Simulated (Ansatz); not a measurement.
**Relative stability**

Two relaxed structures of Si₂H₃F, closed shell (PBE0-D4/def2-TZVP; forces vanish, vibrations not checked).

A:

```xyz
6
angstrom
F -1.4154 -1.3831 0.8197
Si -1.0606 -0.9398 -0.6959
Si 0.5450 0.7895 -0.0672
H 1.6659 0.1813 0.7086
H 1.1245 1.4875 -1.2498
H -0.1149 1.8102 0.7990
```

B:

```
6
angstrom
F -1.5381 -1.4743 0.8424
Si -0.2397 -0.9596 0.0678
Si 0.1782 1.1623 -0.2381
H 0.0688 -1.9859 -0.9615
H 1.6001 1.2542 -0.6744
H -0.0694 2.0033 0.9637
```

Program: Ansatz 0.2.0. Basis: def2-TZVPP. Cores are frozen in the correlated methods. B3LYP uses VWN-RPA correlation.

Which structure is lower at CCSD(T), and by how much? (Judge from chemistry; the value comes from the calculation.)

By the calculation: A, by 2.32 kcal/mol (electronic energy, against the other). By their contacts, A is Si₂H₃F ([F][Si][SiH3]) and B is Si₂H₃F ([F][SiH][SiH2]).

Do the other methods give the same order? (A judgement: the text doesn't fix the answer.)

Computed: Not all: r2SCAN-D4 gives the other order.

```tsv
method	E(B) − E(A) (kcal/mol)
PBE-D4	0.08
r2SCAN-D4	-1.40
PBE0-D4	1.63
B3LYP-D4	3.09
wB97M-V	6.26
HF	10.44
MP2	1.65
CCSD	4.36
CCSD(T)	2.32
```

T1 diagnostic: at most 0.018. The restricted Hartree–Fock reference is unstable towards an unrestricted one at one or more of these structures. A large double-excitation amplitude points to some diradical character; no triplet was computed.

Labels in which every atom is bracketed show which atoms are joined, not bond orders.

For scale, one of the runs: CCSD(T)/def2-TZVPP, 157 basis functions, launched by `ansatz run in.yaml --threads 2 --pin off --events-out ev --progress --plain --max-ram 4352MiB`. The run took 13 s on 2 CPU threads of an Intel Xeon Platinum 8259CL (shared host), with 1 GiB of host memory at its peak.
